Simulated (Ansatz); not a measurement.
Abstraction of Cl: C2H3ClO + C3H7 → C2H3O + C3H7Cl

Species: C2H3ClO (acetyl chloride) `CC(=O)Cl`, singlet; C3H7 (methylethyl) `C[CH]C`, doublet; C2H3O (acetyl radical) `C[C]=O`, doublet; C3H7Cl (2-chloropropane) `CC(C)Cl`, singlet. A radical takes Cl: the energy is the difference in strength between two C–Cl bonds in different surroundings.

Shapes, held fixed at every level: PBE0-D4/def2-TZVP. Programs: Ansatz 0.2.0. The zero-point and thermal change to 298 K, harmonic and unscaled (PBE0-D4/def2-TZVP), is +5.2 kJ/mol.

```json
{"level": "MP2/def2-SVP", "kind": "perturbation theory", "ΔH(298 K) (kJ/mol)": "-1.8", "less CCSD(T)/CBS estimate": "+4.3"}
{"level": "HF/def2-SVP", "kind": "Hartree–Fock", "ΔH(298 K) (kJ/mol)": "+12.4", "less CCSD(T)/CBS estimate": "+18.5"}
{"level": "HF/def2-TZVPP", "kind": "Hartree–Fock", "ΔH(298 K) (kJ/mol)": "+6.4", "less CCSD(T)/CBS estimate": "+12.5"}
{"level": "r2SCAN-D4/def2-TZVPP", "kind": "meta-GGA", "ΔH(298 K) (kJ/mol)": "+20.6", "less CCSD(T)/CBS estimate": "+26.7"}
{"level": "BHLYP-D4/def2-TZVPP", "kind": "global hybrid", "ΔH(298 K) (kJ/mol)": "+3.1", "less CCSD(T)/CBS estimate": "+9.2"}
{"level": "wB97X-V/def2-TZVPP", "kind": "range-separated hybrid", "ΔH(298 K) (kJ/mol)": "-3.4", "less CCSD(T)/CBS estimate": "+2.7"}
{"level": "CCSD(T)/CBS estimate", "kind": "coupled cluster or CI", "ΔH(298 K) (kJ/mol)": "-6.1", "less CCSD(T)/CBS estimate": "0.0"}
```

The highest level, CCSD(T)/CBS estimate, gives ΔH(298 K) = -6.1 kJ/mol; the levels span -6.1 to +20.6. They disagree on the sign: 4 of 7 are positive. The column of differences is taken from that level and isn't an error. No measured value is set beside it here. Open shells run unrestricted. The CBS estimate extrapolates MP2 from def2-TZVPP and def2-QZVPP and adds CCSD(T) − MP2 in the triple-zeta set, cores frozen.
